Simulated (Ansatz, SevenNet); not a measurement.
For zinc-blende AlP, the machine-learned potential SevenNet-0 (trained on PBE and PBE+U data) gives:

```
Item                               Value
------------------------------  --------
equilibrium lattice constant a   5.504 Å
TO(Γ) frequency                 381 cm⁻¹
elastic constant C11             114 GPa
elastic constant C44            39.4 GPa
Voigt–Reuss–Hill shear modulus  30.7 GPa
```

### Question
What does Hartree–Fock (Ansatz, a first-principles code, plane waves, PAW) give for the same quantities?

### Answer

- lattice constant a: 5.538 Å (goes up by 0.6 %)
- zone-centre TO phonon frequency: 457 cm⁻¹ (increases by 20 %)
- elastic constant C11: 155 GPa (goes up by 36 %)
- elastic constant C44: 79.9 GPa (grows by 100 %)
- Voigt–Reuss–Hill shear modulus: 63.6 GPa (increases by 110 %)

For comparison: lattice constant a 5.451 Å (measured, static lattice: zero-point anharmonic expansion removed; as tabulated in Mejia-Rodriguez and Trickey (2018), arXiv:1807.09216).

Changes are worked out from the printed values.

Unless a cell is named, each level is at its own relaxed cell (SevenNet-0 20.84, Hartree–Fock 21.23 Å³/atom).

Ansatz's density-functional and Hartree–Fock values are scalar-relativistic unless marked +SOC, with PAW data made under PBE.
